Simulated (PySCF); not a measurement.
# Mg2: changing the method

What do other methods print for Mg2?

The runs use PySCF 2.14.0; method and basis as typed in the scripts.

1 further run of the same task is left out (it didn't finish).

## (1) Where the work starts

Mg2: 2 atoms, charge 0, spin multiplicity 1.

Bond lengths: Mg1–Mg2 2.439 Å.

## (2) The base run

The input, input.py:

```python
from pyscf import gto, scf, mcscf

mol = gto.M(
    atom='Mg 0 0 0; Mg 0 0 2.439',
    basis='6-31g*',
    charge=0,
    spin=0,
    verbose=4,
)
mf = scf.RHF(mol)
mf.kernel()
mc = mcscf.CASCI(mf, 6, 8)
mc.kernel()
mc.analyze()
mf.dip_moment()
print('orbital energies (hartree):', mf.mo_energy[..., max(0, mol.nelec[1]-3):mol.nelec[0]+3].round(4))
```

Command:

```sh
$ OMP_NUM_THREADS=1 python input.py
```

## (3) Pw6b95 (RKS)

Edit 1 changes functional: none (Hartree–Fock) → pw6b95; SCF type: RHF → RKS; step after the SCF: casci → analyze.

The input, input.py:

```python
from pyscf import gto, dft

mol = gto.M(
    atom='Mg 0 0 0; Mg 0 0 2.439',
    basis='6-31g*',
    charge=0,
    spin=0,
    verbose=4,
)
mf = dft.RKS(mol, xc='pw6b95')
mf.kernel()
mf.analyze()
print('orbital energies (hartree):', mf.mo_energy[..., max(0, mol.nelec[1]-3):mol.nelec[0]+3].round(4))
```

## (4) CCSD(T)

Edit 2 changes step after the SCF: casci → ccsd(t); frozen orbitals: none → 2.

input.py: that of step 2 with these lines changed.

```diff
@@ -1,2 +1,2 @@
-from pyscf import gto, scf, mcscf
+from pyscf import gto, scf, cc
 
@@ -11,5 +11,5 @@
 mf.kernel()
-mc = mcscf.CASCI(mf, 6, 8)
-mc.kernel()
-mc.analyze()
+mycc = cc.CCSD(mf, frozen=2)
+mycc.kernel()
+mycc.ccsd_t()
 mf.dip_moment()
```

## (5) Wb97x (RKS)

Edit 3 changes functional: none (Hartree–Fock) → wb97x; SCF type: RHF → RKS; step after the SCF: casci → analyze.

The input, input.py:

```python
from pyscf import gto, dft

mol = gto.M(
    atom='Mg 0 0 0; Mg 0 0 2.439',
    basis='6-31g*',
    charge=0,
    spin=0,
    verbose=4,
)
mf = dft.RKS(mol, xc='wb97x')
mf.kernel()
mf.analyze()
print('orbital energies (hartree):', mf.mo_energy[..., max(0, mol.nelec[1]-3):mol.nelec[0]+3].round(4))
```

## (6) CISD

Edit 4 changes step after the SCF: casci → cisd; frozen orbitals: none → 2.

input.py: that of step 2 with these lines changed.

```diff
@@ -1,2 +1,2 @@
-from pyscf import gto, scf, mcscf
+from pyscf import gto, scf, ci
 
@@ -11,5 +11,3 @@
 mf.kernel()
-mc = mcscf.CASCI(mf, 6, 8)
-mc.kernel()
-mc.analyze()
+ci.CISD(mf, frozen=2).kernel()
 mf.dip_moment()
```

Before running it: what results should come out? Wanted: for each run, E(SCF); from base; gap; after the SCF.

**Answer**, as computed:

| run | E(SCF) (hartree) | from base (eV) | cycles | gap (eV) | after the SCF |
| --- | --- | --- | --- | --- | --- |
| base | -399.134272 | 0 | 7 | 5.52 | CASCI correlation -0.199 eV |
| pw6b95 (RKS) | -400.481218 | not comparable | 6 | 2.42 | n/a |
| CCSD(T) | -399.134272 | 0.0000 | 7 | 5.52 | CCSD(T) correlation -2.420 eV, core frozen |
| wb97x (RKS) | -400.046224 | not comparable | 7 | 5.49 | n/a |
| CISD | -399.134272 | 0.0000 | 7 | 5.52 | CISD correlation -2.215 eV, core frozen |

In words: On the same reference and core, CCSD(T) gains 2.42 eV in 1.8 s; CISD reaches 92 % of that in 1.2 s. Total energies of different functionals can't be compared with each other; differences within one functional can.
